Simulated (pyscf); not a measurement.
A first-order saddle from PySCF, ωB97X-D3(BJ)/def2-SVP:

```xyz
8

N      0.4695    -0.3785    -0.6914
Ga    -0.8909    -0.6685     0.4633
Cl    -0.6145     0.4201     2.6528
Cl    -2.9465    -0.5168    -0.0866
H      0.3143     0.2549    -1.4693
H      1.4189    -0.2937    -0.3435
H     -0.6368    -1.9177     1.5896
H     -0.5854    -1.0756     2.2921
```
Charge 0, spin multiplicity 1.

Surface: singlet, charge 0. Lowest wavenumbers (cm⁻¹): 1090i, 91, 144, 165, 209.

Question: What reaction is this the transition state of?

Answer: H₂N–Ga(Cl)–Cl + hydrogen (H₂) ⇌ H₂N–GaH–Cl + hydrogen chloride (HCl), a four-centre exchange read from left to right: Cl–Ga, H–H broken and Ga–H, Cl–H formed. At ωB97M-D3(BJ)/def2-TZVP it lies +35.6 kcal/mol from the left side and +14.9 kcal/mol from the right (each side as separated species at their lowest minima found). On the product side the descent ends in a complex, 6.2 kcal/mol under the separated species and 18.2 kcal/mol under the saddle at ωB97X-D3(BJ)/def2-TZVP. The same reactants have a lower exit, to NH₃ + Cl–GaH–Cl (barrier +22.7 kcal/mol at ωB97M-D3(BJ)/def2-TZVP, against +35.6 kcal/mol here). This is the saddle that the search found; another between the same sides may lie lower. Elements up to Kr have no core potential and no relativistic terms here.
